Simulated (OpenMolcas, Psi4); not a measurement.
**How methods differ on SiCl (SMILES [Si]Cl)**

SiCl has 2 atoms, charge 0, and is taken as a doublet. SMILES: `[Si]Cl`. The coordinates come from a PBE0-D4/def2-TZVP relaxation.

```xyz
2

Si    0.8818   -0.2937    0.4521
Cl   -0.8818    0.2937   -0.4521
```

Each level gives the dipole moment (D). The values are calculated.

```csv
level,kind,program,value (D)
UHF/aug-cc-pVTZ,Hartree–Fock,Psi4,1.01
USVWN5/aug-cc-pVTZ,LDA,OpenMolcas,0.69
UPBE/aug-cc-pVTZ,GGA,Psi4,0.63
UM06-L/aug-cc-pVTZ,meta-GGA,OpenMolcas,0.69
UTPSS/aug-cc-pVTZ,meta-GGA,Psi4,0.64
UB3LYP/aug-cc-pVTZ,global hybrid,OpenMolcas,0.83
U-wB97M-V/aug-cc-pVTZ,range-separated hybrid,Psi4,0.92
```

The values span 0.63 to 1.01 D. Magnitudes only.
